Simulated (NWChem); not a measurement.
What each level costs for hydrogen sulfide (H$_{2}$S)

```
S
H 1 1.3608
H 1 1.3608 2 91.41
```
Charge 0, spin multiplicity 1.

All runs are NWChem calculations. Structure: optimised with PBE/def2-SVP, a minimum by its harmonic frequencies.

Basis set: cc-pVQZ (119 functions). Each entry is one whole single-point run; the coupled-cluster runs use the TCE module, and the SCF and DFT modules converge to different thresholds.

The correlated methods keep 5 core orbitals frozen. B3LYP has NWChem's definition, with VWN1-RPA local correlation.

Q: Roughly how much processor time does each of these take, relative to RHF: MP2, RI-MP2, B2PLYP, PBE, B3LYP, LDA (SVWN5), CR-CCSD(T)?

A: PBE about the same, within a factor of 3; LDA (SVWN5) about the same, within a factor of 3; RI-MP2 about the same, within a factor of 3; B3LYP about the same, within a factor of 3; MP2 about the same, within a factor of 3; B2PLYP about 3; CR-CCSD(T) about 10 (rough ratios from shared machines).
